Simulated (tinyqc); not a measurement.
Worked calculation: extended Hueckel theory, for H3O+. The parameters take no account of the charge, which enters only through the electron count. One step of it, computed by the program tinyqc.

Question. Mulliken analysis. P = C n C^T; charge = valence electrons (H 1, O 6) minus the sum of (P S)_ii on the atom; overlap population = 2 sum P_ij S_ij between two atoms.

coefficients:
```
              MO1        MO2        MO3        MO4        MO5        MO6        MO7
1O 2s    0.757694   0.000000  -0.000066   0.159198  -0.000320   0.000000   1.167554
1O 2px  -0.000005   0.000000   0.706784   0.000022  -0.930252   0.000000  -0.000241
1O 2py   0.000000   0.706586   0.000000   0.000000   0.000000   0.930698   0.000000
1O 2pz   0.025004   0.000000  -0.000011   0.963048   0.000100   0.000000  -0.429944
2H 1s    0.150709   0.000000   0.403753  -0.061708   1.017898   0.000000  -0.663044
3H 1s    0.150779   0.349652  -0.201779  -0.061756  -0.508545  -0.881331  -0.664033
4H 1s    0.150779  -0.349652  -0.201779  -0.061756  -0.508545   0.881331  -0.664033
```

occupations: 2.000000  2.000000  2.000000  2.000000  0.000000  0.000000  0.000000

overlap S, lower triangle:
```
           1O 2s     1O 2px     1O 2py     1O 2pz     2H 1s     3H 1s     4H 1s
1O 2s   1.000000
1O 2px  0.000000   1.000000
1O 2py  0.000000   0.000000   1.000000
1O 2pz  0.000000   0.000000   0.000000   1.000000
2H 1s   0.478454   0.367947   0.000000  -0.163868  1.000000
3H 1s   0.478602  -0.183837   0.318795  -0.163939  0.240733  1.000000
4H 1s   0.478602  -0.183837  -0.318795  -0.163939  0.240733  0.240567  1.000000
```

Give: charges; Overlap populations.

Answer.

charges: 1O -0.0371, 2H 0.3457, 3H 0.3457, 4H 0.3457

Overlap populations:
```
pair      value
2-1    0.656171
3-1    0.656358
3-2   -0.052898
4-1    0.656358
4-2   -0.052898
4-3   -0.052919
```
